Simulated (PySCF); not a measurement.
nitrous oxide (N₂O), SMILES N#[N+][O-]. Geometry optimised at PBE0-D3(BJ)/def2-TZVP.

PySCF 2.14.0 with TDA-B3LYP/def2-TZVPD puts the lowest singlet excitations at 6.85, 7.15, 7.15, 8.43, 8.43, 10.02 eV.

**Question.** What are the lowest excitation roots from ADC(2)/aug-cc-pVDZ (PySCF)? (Estimate from the structure and the level; the computed values follow.)

**Answer.** 7.30, 7.46, 7.46, 8.41, 8.41, 9.17 eV. S1 differs by 0.45 eV (second minus first; roots are paired by order, and the bases may differ).
